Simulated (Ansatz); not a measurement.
Species: C2H2N, charge 0, doublet. C2H2N (SMILES [CH2]C#N, doublet).
B3LYP-D3(BJ)/def2-TZVP minimum from Ansatz (a first-principles code):
```xyz
5

C     -0.0090    -0.1659    -1.1772
C      0.0014     0.0261     0.1854
N      0.0103     0.1888     1.3399
H      0.9204    -0.2159    -1.7250
H     -0.9467    -0.2673    -1.7035
```
Charge 0, spin multiplicity 2.

Total energies in aug-cc-pVDZ, 15 correlated electrons, 3 frozen orbitals. Open shells are spin-unrestricted; no spin-orbit coupling. Correlated methods leave the cores frozen. No relativity. The UHF reference of C2H2N ([CH2]C#N, doublet) is spin-contaminated (<S^2> up to 0.19 over the pure value in the sets run).

```
method    program  energy (Eh)  minus CCSDT(Q) (mEh)
--------  -------  -----------  --------------------
HF         Ansatz   -131.32328                440.43
MP2        Ansatz   -131.70776                 55.95
CCSD       Ansatz   -131.74339                 20.32
CCSD(T)    Ansatz   -131.76087                  2.84
CCSDT(Q)   Ansatz   -131.76371                  0.00
```

Rough core times of Ansatz's runs on a shared machine: CCSD(T) under 20 s, CCSDT(Q) 30 min.
